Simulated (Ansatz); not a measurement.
Gas-phase electronic energies from Ansatz, PBE0-D4/def2-TZVP geometries. CCSD(T)/CBS is the MP2 limit (def2-TZVPP, def2-QZVPP) plus CCSD(T) − MP2 in def2-TZVPP, frozen cores. Double bonds are as drawn, so ΔE can hold a change between cis and trans. DFT in def2-TZVPP. B3LYP here is the variant with VWN-RPA as its local correlation; programs differ in this. One conformer a species, not always the lowest.

`C/C(F)=C/CF` → `CC/C(F)=C\F`  (isomerisation)

(1) Is it downhill or uphill in electronic energy at CCSD(T)/CBS, and by how much? (An estimate is asked.)

(2) What do these levels give: PBE-D4, B3LYP-D4, r2SCANh-D4, BHLYP-D4, ωB97M-V, PBE-QIDH, PBE, BLYP, RPA@PBE/def2-TZVPP, MP2/def2-SVP, MP2/def2-TZVPP, MP2/def2-QZVPP? (Best estimate.)

Largest T1 diagnostic among the species: 0.011.

## Answers

(1) Computed: Uphill: ΔE = +22.5 kJ/mol.

(2) Ansatz gave: PBE-D4 19.9, B3LYP-D4 22.6, r2SCANh-D4 22.2, BHLYP-D4 24.2, ωB97M-V 20.9, PBE-QIDH 22.4, PBE 20.5, BLYP 23.2, RPA@PBE/def2-TZVPP 20.4, MP2/def2-SVP 15.5, MP2/def2-TZVPP 23.2, MP2/def2-QZVPP 23.9 kJ/mol.

In def2-TZVPP, CCSD(T) changes the Hartree–Fock value by −6.0 kJ/mol (the triples alone add −0.6 kJ/mol) and MP2 by −4.2 kJ/mol. Leaving LDA and LC-ωPBE aside and taking each functional with its dispersion term where it has one, the values spread over 4.3 kJ/mol, from PBE-D4 to BHLYP-D4.
